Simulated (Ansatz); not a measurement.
Isolated molecules relaxed with PBE0-D4/def2-TZVP in Ansatz; ΔE leaves out vibrations. CCSD(T)/CBS is extrapolated from def2-TZVPP and def2-QZVPP, frozen cores. DFT in def2-TZVPP. B3LYP here is the variant with VWN-RPA as its local correlation; programs differ in this. HSE06 is defined as in plane-wave codes. Open shells (•) are unrestricted, without spin–orbit coupling. Spin–orbit coupling would lower the free atoms: a little for B, O. Each species was taken in one conformer, which may not be the lowest.

`O=BO` → B• + H• + 2 O•  (atomization)

```csv
level,ΔE (kJ/mol),difference from CCSD(T)/CBS
PBE-D4,1942.1,73.3
revPBE-D4,1873.3,4.5
BLYP-D4,1903.0,34.2
r2SCAN-D4,1886.6,17.8
B3LYP-D4,1871.8,3.0
r2SCANh-D4,1860.0,-8.8
r2SCAN0-D4,1821.1,-47.7
HSE06-D4,1866.3,-2.5
ωB97X-V,1862.8,-6.0
ωB97M-V,1881.9,13.1
B2PLYP,1868.3,-0.5
PBE-QIDH,1850.2,-18.6
PBE,1938.4,69.6
PBE0,1860.7,-8.1
B3LYP,1865.9,-2.9
r2SCANh,1859.1,-9.7
r2SCAN0,1820.2,-48.6
BHLYP,1764.8,-104.0
CAM-B3LYP,1881.3,12.5
HF/def2-SVP,1329.8,-539.0
MP2/def2-SVP,1871.3,2.5
CCSD(T)/def2-SVP,1779.4,-89.4
HF/def2-TZVPP,1306.3,-562.5
MP2/def2-TZVPP,1912.6,43.8
SCS-MP2/def2-TZVPP,1870.1,1.3
CCSD/def2-TZVPP,1772.0,-96.8
CCSD(T)/def2-TZVPP,1812.1,-56.7
MP2/def2-QZVPP,1947.0,78.2
SCS-MP2/def2-QZVPP,1908.2,39.4
CCSD(T)/def2-QZVPP,1846.2,-22.6
HF/CBS(def2),1311.6,-557.2
HF/cc-pV(D+d)Z,1260.0,-608.8
CCSD/cc-pV(D+d)Z,1676.9,-191.9
HF/cc-pV(T+d)Z,1306.1,-562.7
MP2/cc-pV(T+d)Z,1910.2,41.4
HF/cc-pV(Q+d)Z,1311.4,-557.4
MP2/cc-pV(Q+d)Z,1947.3,78.5
HF/CBS(cc),1313.0,-555.8
CCSD/CBS(cc),1825.3,-43.5
CCSD(T)/CBS(cc),1870.1,1.3
CCSD(T)/CBS,1868.8,0
```

Largest T1 diagnostic among the species: 0.016.

Leaving LDA and LC-ωPBE aside and taking each functional with its dispersion term where it has one, the values, not all of them listed here, spread over 173.2 kJ/mol, from BHLYP-D4 to PBE-D4. LDA lies +259.9 kJ/mol from PBE without D4, its usual overbinding. At CCSD(T), def2-SVP lies −89.4 kJ/mol from the extrapolated value and def2-TZVPP −56.7 kJ/mol: correlation converges slowly with the basis, and small sets miss more of it in the bonded molecule than in its fragments.

CCSD(T)/CBS has its own doubt, a few kJ/mol and more with outer-core shells, so smaller differences from it don't rank the levels.
